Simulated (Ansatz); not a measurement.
Trial structures and their relaxed properties

Method: DFT PBEsol, scalar-relativistic, plane waves, PAW (Ansatz 0.2.0). All cells share a 420 eV cutoff and Γ-centred k meshes spaced at most 0.3 Å⁻¹ (0.19 for metals, 2π included).

Each formula was placed on the sites of the named type and relaxed at zero pressure without lowering the symmetry. No run is spin-polarised. The smearing is 0.1 eV for metals and 0.01 to 0.02 eV otherwise. The zero of energy is the elements' standard structures at the same level; no fitted shifts are applied.

The k mesh leaves about 4 meV/atom of noise in metals.

```
formula started on type final group a or a / b (Å) c (Å) V (Å³/atom) E over elements (eV/atom) gap on mesh (eV)
     Cd simple cubic Pm-3m            2.91   2.91         24.6                          ?              0.00
     Cd indium (bct) Fm-3m            4.38   4.38         20.9                       0.01              0.00
     Cd simple hexagonal P6/mmm            2.94   3.10         23.2                       0.11              0.00
     Cd diamond Fd-3m            6.44   6.44         33.4                       0.47              0.00
```

(1) E over elements (eV/atom) of Cd on the simple cubic type?

Answers

(1) 0.18